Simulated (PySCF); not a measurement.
C4H4N2.
Atom-mapped SMILES: `[N:1]#[C:2][CH2:3][C:4]1=[N:5][CH2:6]1` (hydrogens: H7, H8 on C3; H9, H10 on C6)

Computed by this run: LC-wPBE/def2-SVP geometry optimisation, gas phase in PySCF 2.14.0; density fitting, grid level 1; the optimiser is geomeTRIC in internal coordinates, started from a GFN2-xTB structure.

Step 0: E = -7179.8985 eV
```
atom  x, y, z in Å  |  force x, y, z in eV/Å
N1     -1.9021    1.9484    0.5291   -0.400   1.151   0.329
C2     -1.5482    0.9010    0.2462    0.139  -0.650  -0.194
C3     -1.0847   -0.4196   -0.1201   -0.125  -0.379  -0.333
C4      0.3652   -0.4043   -0.3435    1.511   0.197   0.143
N5      1.3105   -0.7832   -1.0740   -0.698   0.044   0.178
C6      1.6612    0.0414    0.1351   -0.751  -0.341  -0.339
H7     -1.3099   -1.1062    0.7055   -0.049  -0.141   0.040
H8     -1.6077   -0.7598   -1.0201   -0.123  -0.123  -0.069
H9      2.1438   -0.4714    0.9568    0.297  -0.255   0.367
H10     1.9846    1.0587   -0.0392    0.199   0.497  -0.121
```

Step 1: E = -7179.9491 eV
```
atom  x, y, z in Å  |  force x, y, z in eV/Å
N1     -2.0522    1.9500    0.5231   -0.019  -0.023  -0.004
C2     -1.6390    0.9129    0.2445   -0.027   0.078   0.027
C3     -1.0886   -0.3915   -0.1077    0.055   0.032   0.183
C4      0.3877   -0.3475   -0.2534   -0.359  -0.316  -0.517
N5      1.2352   -0.7943   -1.0515    0.096   0.217   0.325
C6      1.7189    0.0196    0.1277    0.228   0.073   0.076
H7     -1.3484   -1.1071    0.6878   -0.023   0.001  -0.008
H8     -1.5395   -0.7484   -1.0439    0.040  -0.012  -0.012
H9      2.2420   -0.5184    0.9300    0.000   0.019  -0.059
H10     2.0967    1.0298   -0.0808    0.009  -0.069  -0.011
```

Task: Estimate the geometry and energy of step 2. (The exact step hangs on the optimiser's Hessian estimate; all steps are aligned on step 1, rigid shifts and turns removed.)

Result: E = -7179.9588 eV, largest force 0.098 eV/Å
```
atom  x, y, z in Å  |  force x, y, z in eV/Å
N1     -2.0433    1.9534    0.5281   -0.021  -0.020   0.000
C2     -1.6336    0.9156    0.2473    0.045   0.005  -0.012
C3     -1.0912   -0.3936   -0.1081    0.050  -0.023  -0.009
C4      0.3829   -0.3619   -0.2754    0.070   0.001  -0.027
N5      1.2587   -0.7933   -1.0496   -0.087   0.017   0.040
C6      1.7122    0.0217    0.1307   -0.007   0.042   0.027
H7     -1.3511   -1.1062    0.6899    0.012  -0.005  -0.009
H8     -1.5490   -0.7502   -1.0409   -0.035  -0.005  -0.002
H9      2.2384   -0.5108    0.9325   -0.023  -0.016   0.003
H10     2.0887    1.0303   -0.0786   -0.003   0.004  -0.011
```

The energy changes by -0.0096 eV. The first-order estimate −F·Δx gives -0.0187 eV and the mean of the old and new forces, exact on a quadratic surface, -0.0086 eV. The step makes an angle of 60° with the force vector and moves no atom by more than 0.027 Å.

The cost below is that of the whole optimisation. The run took 39 s of wall time on one thread, Arm Neoverse V1 (aarch64), no GPU, shared host, and the process peaked at 0.45 GiB of memory.
